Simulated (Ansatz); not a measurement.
# How far each method lies from full CI for NO⁺, singlet

Geometry: a point of a stretch scan, not a stationary point.

```yaml
atoms:
  - { symbol: N, position_ang: [0.0000, 0.0000, 0.0000] }
  - { symbol: O, position_ang: [0.0000, 0.0000, 0.8450] }
```

Basis 6-31G; Ansatz 0.2.0. Correlated methods freeze the noble-gas cores, which leaves 10 electrons in 16 orbitals. R marks a restricted (for open shells ROHF) determinant. Active spaces: valence = (10e, 8o) chosen from the atoms' valence shells; pair = (2e, 2o) about the gap.

Full CI is exact within this basis and frozen core; it isn't the basis-set limit.

* UHF ⟨S²⟩: 0.000
* T1 diagnostic (RCCSD): 0.0086
* largest doubles amplitude (RCCSD): 0.074

```json
{"level": "RHF", "E − E(full CI) (kJ/mol)": "514.9", "share of correlation (%)": "0.00", "wall time": "–"}
{"level": "RMP2", "E − E(full CI) (kJ/mol)": "12.9", "share of correlation (%)": "97.49", "wall time": "–"}
{"level": "CISD", "E − E(full CI) (kJ/mol)": "35.5", "share of correlation (%)": "93.11", "wall time": "0.21 s"}
{"level": "RCCSD", "E − E(full CI) (kJ/mol)": "12.7", "share of correlation (%)": "97.54", "wall time": "–"}
{"level": "RCCSD(T)", "E − E(full CI) (kJ/mol)": "2.5", "share of correlation (%)": "99.51", "wall time": "0.12 s"}
{"level": "BCCD(T)", "E − E(full CI) (kJ/mol)": "2.5", "share of correlation (%)": "99.51", "wall time": "0.15 s"}
{"level": "RCCSDT", "E − E(full CI) (kJ/mol)": "2.0", "share of correlation (%)": "99.62", "wall time": "–"}
{"level": "CISDTQ", "E − E(full CI) (kJ/mol)": "1.3", "share of correlation (%)": "99.75", "wall time": "1 s"}
{"level": "RCCSDT(Q)", "E − E(full CI) (kJ/mol)": "0.0", "share of correlation (%)": "100.01", "wall time": "0.42 s"}
{"level": "RCCSDTQ", "E − E(full CI) (kJ/mol)": "0.1", "share of correlation (%)": "99.97", "wall time": "2.9 s"}
{"level": "CASSCF (pair space)", "E − E(full CI) (kJ/mol)": "446.2", "share of correlation (%)": "13.35", "wall time": "–"}
{"level": "NEVPT2 (pair space)", "E − E(full CI) (kJ/mol)": "15.8", "share of correlation (%)": "96.92", "wall time": "0.15 s"}
{"level": "MRCISD (pair space)", "E − E(full CI) (kJ/mol)": "29.7", "share of correlation (%)": "94.24", "wall time": "–"}
{"level": "MRCISD+Q (pair space)", "E − E(full CI) (kJ/mol)": "9.4", "share of correlation (%)": "98.17", "wall time": "0.24 s"}
{"level": "CASSCF (valence space)", "E − E(full CI) (kJ/mol)": "166.7", "share of correlation (%)": "67.63", "wall time": "–"}
{"level": "NEVPT2 (valence space)", "E − E(full CI) (kJ/mol)": "39.5", "share of correlation (%)": "92.34", "wall time": "1.1 s"}
{"level": "MRCISD (valence space)", "E − E(full CI) (kJ/mol)": "4.5", "share of correlation (%)": "99.13", "wall time": "–"}
{"level": "MRCISD+Q (valence space)", "E − E(full CI) (kJ/mol)": "1.4", "share of correlation (%)": "99.73", "wall time": "1.7 s"}
```

The correlation energy at full CI, counted from RHF, is -5.337 eV. That run took 17 s on 1 thread of Arm Neoverse V2, shared host over 4,777,056 determinants.

Times hold each run's SCF and search for its determinant on a shared host, so for small cases they say little of a method's own cost; they ran on 1 thread of Arm Neoverse V2.

The full-CI state has the irrep A1 of C2v, in the program's axes (one component, if the state is degenerate).

Natural occupations of full CI about the gap: 1.993 1.986 1.973 1.960 1.960 0.044 0.044 0.011 0.010 0.007; effectively unpaired electrons, Σ n²(2−n)², 0.03.
